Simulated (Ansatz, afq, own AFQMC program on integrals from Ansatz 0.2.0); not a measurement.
# Cu, doublet: AFQMC among the cluster methods

A free Cu atom.

Basis def2-SVP. Only valence electrons are correlated. Integrals, coupled cluster, full CI and functionals: Ansatz 0.2.0; the random walks run on the same integrals in our own AFQMC program. The CISD trial takes its coefficients from CCSD amplitudes. Released means that phaseless walkers are propagated on without the constraint, phases kept. Error bars are statistical, one sigma. The metal's outer-core s and p shells are frozen, which shifts wave-function levels against functionals.

Determinant: UHF, the one that the program's search chose, which needn't be the lowest solution.

No full CI on the walks' own integrals is used here; CCSDTQ serves as the reference and is uncertain by about the last step of the cluster series.

Cautions: no relativity below Rb; outer-core shells of the metal frozen.

```
T1 diagnostic                               : 0.0115
weight of the determinant in the CISD state : 0.950
⟨S²⟩ of the determinant                     : 0.751
size of the correlated space                : 11 electrons in 22 orbitals
```

Reference: CCSDTQ, correlation energy -7.115 eV. The released energy is read at 1.62 1/Eh, later times being too noisy (meV from the phaseless value at times in 1/Eh: -12 ± 3 at 0.24, -29 ± 12 at 0.51, -31 ± 7 at 0.99, -25 ± 8 at 1.62, -15 ± 9 at 2.40).

```tsv
level	E − E(reference) (kcal/mol)	share of correlation (%)
HF	164.07	0.00
MP2	-13.33	108.13
CCSD	6.07	96.30
CCSD(T)	-1.14	100.69
CCSDT	-0.66	100.40
CCSDT(Q)	0.57	99.65
ph-AFQMC/HF	2.61 ± 0.57	98.41
ph-AFQMC/CISD	0.95 ± 0.09	99.42
released AFQMC	0.36 ± 0.18	99.78
```

CCSDT and higher add their correlation energy to the determinant of the CCSD(T) run, since their own runs factorise the integrals more tightly (a shift of under 2 meV). A walk keeps the symmetry of its determinant, which the program's search chose and which needn't be the lowest solution, so a lower state of the same spin and another symmetry isn't excluded. Released energies are given only where the last usable release times agree within the noise; a slower fall can still hide under it.
